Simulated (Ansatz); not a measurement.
hcp Hf, treated with PBE in Ansatz (plane waves, PAW).

Numerical settings: plane-wave cutoff 500 eV, 30×30×14 k mesh (along the axes of the cell as run), Fermi–Dirac smearing 0.1 eV, scalar-relativistic PAW data made under PBE.

Computed at the level's own relaxed cell.

Problem. Give the computed equilibrium volume per atom, lattice parameter a and lattice parameter c.

Solution. 
* **equilibrium volume per atom**: 22.55 Å³/atom
* **lattice parameter a**: 3.204 Å
* **lattice parameter c**: 5.073 Å

Measured, for comparison: lattice constant a 3.194 Å (293 K, not corrected to a static lattice, our sources range from 3.194 to 3.200; as tabulated in Wikipedia's data pages); lattice parameter c 5.051 Å (293 K, not corrected to a static lattice; as tabulated in Wikipedia's data pages). Computed (rounded) less measured: lattice constant a +0.3 % (+0.1 % to +0.3 % over the range), lattice parameter c +0.4 %.

Spin–orbit coupling is not included.

The computed numbers hold no vibrational or temperature effects.

Ansatz is a first-principles code.
